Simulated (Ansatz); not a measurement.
Results of Hartree–Fock in Ansatz (PAW) for bcc Li.

Input:

Ansatz 0.2 input:
```yaml
crystal:
  lattice:
    - [-1.843359432, 1.843359432, 1.843359432]
    - [1.843359432, -1.843359432, 1.843359432]
    - [1.843359432, 1.843359432, -1.843359432]
  atoms:
    - { symbol: Li, position: [0.0, 0.0, 0.0] }
basis:
  ecutwfc: 460
  ecutrho_ratio: 4
  xc_grid: 2
kpoints:
  mp_grid: { grid: [14, 14, 14] }
hamiltonian:
  xc: hf
  dispersion: none
  pseudopotentials: { kind: paw }
scf:
  occupations: { method: fermi_dirac, width: 0.05 }
  convergence: { dr2_threshold: 0.0000000001 }
output:
  forces: false
  stress: true
  eigenvalues: true
```

Output (set-up and result lines):

```
WARN output.stress: scf.exx.energy_threshold = 1e-6 eV is looser than the 1e-8 eV advised for a stress under a hybrid functional (1e-8 eV for each atom of the …
Crystal: 1 atoms, lattice volume = 25.055 Å³
Basis set: ecut = 460 eV, 555 PW (Γ), exchange–correlation on 48×48×48 points (8 copies of the dense FFT grid, shifted against one another)
Bands: 6, of which v1, the nominal top of the filled ones, is band 2 counted from 1 (1 counted from 0)
Symmetry: 48 space group operations
Space group: Im-3m (ITA 229), of the structure as read, at distance tolerance 2.9e-5 Å
k-points: 104 of 2744
Functional: x = pbe(κ = 0.804, μ = 0.2195149727645171), c = none, warm-up for x = 0 pbe(κ = 0.804, μ = 0.2195149727645171) + 1 exact, c = none
SCF iter   1: F=—  HF=-202.531778 eV  |F-HF|=—  |Δ(HF+E_count)|=         —  Δρ=1.03e-3  dr2=7.75e-5
SCF iter   2: F=—  HF=-202.532095 eV  |F-HF|=—  |Δ(HF+E_count)|=   3.18e-4  Δρ=5.08e-4  dr2=1.97e-5
  ...
SCF 1 converged in 6 iterations: F = -202.532278 eV  dr2 = 1.34e-12
Crystal: 1 atoms, lattice volume = 25.055 Å³
Initial density: handed on by an earlier stage of this run
Functional: x = 0 pbe(κ = 0.804, μ = 0.2195149727645171) + 1 exact, c = none
SCF 2 converged in 5 iterations: F = -202.839841 eV  dr2 = 4.01e-12
Crystal: 1 atoms, lattice volume = 25.055 Å³
SCF 3 converged in 5 iterations: F = -202.858826 eV  dr2 = 2.89e-11
Crystal: 1 atoms, lattice volume = 25.055 Å³
Crystal: 1 atoms, lattice volume = 25.055 Å³
SCF iter   9: F=—  HF=-202.860987 eV  |F-HF|=—  |Δ(HF+E_count)|=   4.39e-9  Δρ=3.41e-7  dr2=2.25e-10
SCF iter  10: F=-202.860987 eV  HF=-202.860987 eV  |F-HF|=1.71e-13  |Δ(HF+E_count)|=  3.83e-10  Δρ=1.95e-8  dr2=2.72e-12
SCF 5 converged in 10 iterations: F = -202.860987 eV  dr2 = 2.72e-12
Free energy (F): -202.860987 eV
Internal energy: -202.860358 eV  (E = F + TS)
E sigma→0 (E₀):  -202.860673 eV
Fermi energy:    1.678554 eV
--- Stress (GPa, compression-positive) ---
       -0.005731       0.000000      -0.000000
       -0.000000      -0.005731      -0.000000
       -0.000000       0.000000      -0.005731
  P = ⅓ Tr σ = -0.0057 GPa (-0.057 kbar)
```

The PAW data were made under PBE.

Note: the cell is over a tenth larger than the published one (another phase or state, or a fault of the published cell, is possible).

Ansatz is a quantum-chemistry and plane-wave program.
